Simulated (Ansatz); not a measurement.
Saddle point of CH$_{6}$AlCl, closed shell (CH₅Al ([CH3][AlH2]) + HCl → AlH₂Cl ([AlH2][Cl]) + CH₄; bonds formed: C2–H5; dative contacts that become bonds: Al1–Cl6; bonds broken: Al1–C2, H5–Cl6), PBE0-D4/def2-TZVP structure:

```
atom    x (Å)    y (Å)    z (Å)
 Al1  -0.9894   0.4771   0.0157
  C2   1.0127   0.1589  -0.1052
  H3  -1.7026   0.7080  -1.3769
  H4  -1.4675   1.1096   1.3843
  H5   0.0213  -1.2120   0.1633
 Cl6  -1.1255  -1.9836   0.3766
  H7   1.4391  -0.3934  -0.9471
  H8   1.5691  -0.0808   0.8044
  H9   1.2429   1.2161  -0.3152
```

Energies are electronic, without zero-point energy. Barriers and step energies count from the start structure reached by relaxing down the imaginary mode; all methods use the PBE0-D4 structures, on which another method's saddle can fall below an end. Ansatz 0.2.0; basis: def2-TZVPP, with def2-QZVPP for the basis limit; cores frozen in the correlated methods. B3LYP uses VWN-RPA correlation. Extrapolation: Hartree–Fock as exp(−7.88 √X), correlation as X^−2.97.

| method | barrier (kcal/mol) | step energy (kcal/mol) |
| --- | --- | --- |
| SPW92 | ? | -35.29 |
| PBE-D4 | 1.81 | -36.84 |
| BLYP-D4 | 4.52 | -37.85 |
| r2SCAN-D4 | 2.71 | -38.88 |
| B97M-V | 6.54 | -38.83 |
| PBE0-D4 | 3.98 | -37.93 |
| B3LYP-D4 | 6.03 | -38.71 |
| r2SCAN0-D4 | 4.48 | -39.35 |
| BHLYP-D4 | ? | -40.11 |
| CAM-B3LYP-D4 | 7.01 | -38.58 |
| wB97X-V | 7.29 | -38.36 |
| wB97M-V | 7.04 | -38.03 |
| B2PLYP | 6.83 | -39.11 |
| PBE-QIDH | 5.81 | -38.83 |
| RPA on PBE | ? | -36.31 |
| HF | 15.35 | -42.71 |
| MP2 | 6.40 | -38.65 |
| CCSD | 9.32 | -38.28 |
| CCSD(T) | 7.84 | -37.80 |

Q: Fill in the withheld barriers. (An estimate is asked for; the value comes from the calculation.)

A: By the calculation: RPA on PBE 8.55; BHLYP-D4 8.75; SPW92 -1.94 kcal/mol. Each is the energy of the saddle less that of the start structure, by the same method.

For comparison, the barrier by CCSD(T) at an estimated basis limit (MP2 extrapolated from triple and quadruple zeta, plus CCSD(T) − MP2 in triple zeta) is 7.25 kcal/mol.

T1 diagnostic: at most 0.010.

Hydrogen chloride, the by-product of chloride precursors, can attack films and sites by steps of this kind.

Labels in which every atom is bracketed show which atoms are joined, not bond orders.

For scale, one of the runs: CCSD(T)/def2-TZVPP, 199 basis functions, launched by `ansatz run in.yaml --threads 2 --pin off --events-out ev --progress --plain --max-ram 4352MiB`. Hardware: 2 CPU threads of an Arm Neoverse V1, shared host. Wall time 44 s; peak host memory 2.2 GiB.
